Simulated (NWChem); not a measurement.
System: acetone (C₃H₆O); SMILES CC(C)=O

Output (shortened):

```
             Northwest Computational Chemistry Package (NWChem) 7.3.0
             --------------------------------------------------------

                             Geometry "geometry" -> ""
                             -------------------------

 Output coordinates in angstroms (scale by  1.889725989 to convert to a.u.)

  No.       Tag          Charge          X              Y              Z
 ---- ---------------- ---------- -------------- -------------- --------------
    1 C                    6.0000    -1.28455000    -0.00071900    -0.61500800
    2 C                    6.0000     0.00000000     0.00000000     0.18073100
    3 C                    6.0000     1.28455000     0.00071900    -0.61500800
    4 O                    8.0000     0.00000000     0.00000000     1.38773600
    5 H                    1.0000    -1.32990200    -0.88386400    -1.27226200
    6 H                    1.0000    -1.33381200     0.88506800    -1.26833800
    7 H                    1.0000    -2.14275300    -0.00457100     0.06843500
    8 H                    1.0000     2.14275300     0.00457100     0.06843500
    9 H                    1.0000     1.33381200    -0.88506800    -1.26833800
   10 H                    1.0000     1.32990200     0.88386400    -1.27226200

 Effective nuclear repulsion energy (a.u.)     119.4781053125

                                 NWChem DFT Module
                                 -----------------

 Summary of "ao basis" -> "ao basis" (spherical)
 ------------------------------------------------------------------------------
       Tag                 Description            Shells   Functions and Types
 ---------------- ------------------------------  ------  ---------------------
 C                          def2-svp                 6       14   3s2p1d
 O                          def2-svp                 6       14   3s2p1d
 H                          def2-svp                 3        5   2s1p

 in cosmo_initialize ...
 calling solv_data for solv:hexane

 solvent parameters
 solvname_short: hexane
 solvname_long:  n-hexane
 dielec:        1.8819
 dielecinf:     1.8903
 nonaqueous SMD model solvent descriptors
 dielec:        1.8819
 sola:          0.0000
 solb:          0.0000
 solc:          0.0000
 solg:         25.7500
 solh:          0.0000
 soln:          1.3749

[...]

                                COSMO-SMD solvation results
                                ---------------------------

             internal energy in gas <Psi(g)|H|Psi(g)> =      -192.786176473005
         internal energy in solvent <Psi(s)|H|Psi(s)> =      -192.785971984071
                               delta internal energy  =         0.000204488935 (    0.13 kcal/mol)
   total free energy in solvent <Psi(s)|H+V/2|Psi(s)> =      -192.789148608015
 polarization energy contribution <Psi(s)|V/2|Psi(s)> =        -0.003176623944 (   -1.99 kcal/mol)
    total free energy in solvent including G(SMD-CDS) =      -192.792288423107
                       G(SMD-CDS) energy contribution =        -0.003139815092 (   -1.97 kcal/mol)
     1 M fixed-concentration free energy of solvation =        -0.006111950102 (   -3.84 kcal/mol)

                       DFT Final Molecular Orbital Analysis
                       ------------------------------------

 Vector   14  Occ=2.000000D+00  E=-3.850123D-01
              MO Center=  2.2D-08,  2.6D-09, -2.8D-01, r^2= 3.6D+00
   Bfn.  Coefficient  Atom+Function         Bfn.  Coefficient  Atom+Function
  ----- ------------  ---------------      ----- ------------  ---------------
    67     -0.282263   7 H  s                72      0.282263   8 H  s
     4      0.277231   1 C  px               32      0.277231   3 C  px
    18     -0.203045   2 C  px                6     -0.160117   1 C  pz
    34      0.160117   3 C  pz                7      0.132983   1 C  px
    35      0.132983   3 C  px               46     -0.132190   4 O  px

 Vector   15  Occ=2.000000D+00  E=-3.620668D-01
              MO Center= -8.4D-09,  8.1D-10,  4.6D-01, r^2= 2.5D+00
   Bfn.  Coefficient  Atom+Function         Bfn.  Coefficient  Atom+Function
  ----- ------------  ---------------      ----- ------------  ---------------
    47      0.466733   4 O  py               50      0.317549   4 O  py
    19      0.248867   2 C  py                5     -0.166104   1 C  py
    33     -0.166104   3 C  py               22      0.158224   2 C  py
    57      0.141683   5 H  s                62     -0.142020   6 H  s
    77      0.142020   9 H  s                82     -0.141683  10 H  s

 Vector   16  Occ=2.000000D+00  E=-2.593711D-01
              MO Center=  5.5D-10,  2.1D-10,  7.8D-01, r^2= 1.9D+00
   Bfn.  Coefficient  Atom+Function         Bfn.  Coefficient  Atom+Function
  ----- ------------  ---------------      ----- ------------  ---------------
    46      0.561801   4 O  px               49      0.411403   4 O  px
     3      0.293737   1 C  s                31     -0.293737   3 C  s
     4      0.180550   1 C  px               32      0.180550   3 C  px
    18     -0.161776   2 C  px                6      0.153651   1 C  pz
    34     -0.153651   3 C  pz                7      0.134690   1 C  px

 Vector   17  Occ=0.000000D+00  E=-3.826494D-03
              MO Center= -4.1D-10,  5.4D-10,  2.4D-01, r^2= 2.3D+00
   Bfn.  Coefficient  Atom+Function         Bfn.  Coefficient  Atom+Function
  ----- ------------  ---------------      ----- ------------  ---------------
    22      0.523492   2 C  py               19      0.519668   2 C  py
    50     -0.435550   4 O  py               47     -0.405390   4 O  py
    58      0.266028   5 H  s                63     -0.267040   6 H  s
    78      0.267040   9 H  s                83     -0.266028  10 H  s
    57      0.131679   5 H  s                62     -0.132026   6 H  s

[...]
```

Level: PBE0/def2-SVP, SMD on the gas-phase geometry. All runs use the structure optimised with PBE0/def2-SVP. Solvent: n-hexane.

### Question
Write an input that gives this output.

### Answer
This is not unique; one that fits is the input that was run:
```
start job
memory heap 200 mb stack 900 mb global 1100 mb
geometry units angstroms noautosym nocenter noautoz
  C     -1.284550    -0.000719    -0.615008
  C      0.000000     0.000000     0.180731
  C      1.284550     0.000719    -0.615008
  O      0.000000     0.000000     1.387736
  H     -1.329902    -0.883864    -1.272262
  H     -1.333812     0.885068    -1.268338
  H     -2.142753    -0.004571     0.068435
  H      2.142753     0.004571     0.068435
  H      1.333812    -0.885068    -1.268338
  H      1.329902     0.883864    -1.272262
end
basis spherical
  * library def2-svp
end
dft
  xc pbe0
  iterations 150
end
cosmo
  do_cosmo_smd true
  solvent hexane
end
task dft energy
```
